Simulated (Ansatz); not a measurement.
**H3Ge–BH, quartet: reading a ladder of total energies**

Geometry: that of the H3Ge–BH, doublet, kept fixed. The doublet lies 3.8 eV lower here.

```xyz
6

Ge    0.0000    0.0147    0.2659
B     0.0000   -0.1536   -1.7625
H     0.0000    1.4503    0.8330
H     1.2427   -0.7130    0.8099
H    -1.2427   -0.7130    0.8099
H     0.0000    0.5661   -2.7120
```

Basis cc-pVDZ; Ansatz 0.2.0. Correlated methods freeze the noble-gas cores and the filled d shells of p-block atoms, which leaves 11 electrons in 46 orbitals. Prefix R: restricted or restricted open-shell reference; prefix U: unrestricted. No spin–orbit coupling is included, and no scalar relativity.

Full CI isn't at hand for all of this; UCCSDT(Q) serves as the reference, and is uncertain by the last step of the cluster series or more.

UCCSD has a T1 diagnostic of 0.030 and a largest doubles amplitude of 0.03.

Runs differ by some tens of microhartree through their thresholds and, for an open shell, their frozen cores, so steps under 0.03 kcal/mol mean nothing.

| level | total energy (hartree) |
| --- | --- |
| UHF | -2102.121848 |
| UMP2 | -2102.270488 |
| UCCSD | -2102.312459 |
| UCCSD(T) | -2102.317192 |
| UCCSDT | -2102.318517 |
| UCCSDT(Q) | -2102.318693 |

Problem. What is the correlation energy at UCCSDT(Q), and what share of it do UMP2 and UCCSDT recover?

Solution. E(corr) = -2102.318693 − (-2102.121848) = -0.196845 hartree = -5.356 eV. UMP2: -0.148640 / -0.196845 = 75.51 %. UCCSDT: -0.196669 / -0.196845 = 99.91 %.

Problem. By how many kcal/mol does UCCSD(T) miss UCCSDT(Q) (1 hartree = 627.509 kcal/mol), and which steps make up the rest?

Solution. -2102.317192 − (-2102.318693) = 0.001501 hartree = 0.94 kcal/mol. Steps: UCCSDT − UCCSD(T) = -0.83, UCCSDT(Q) − UCCSDT = -0.11 kcal/mol. Differences between like states or geometries often cancel part of this.
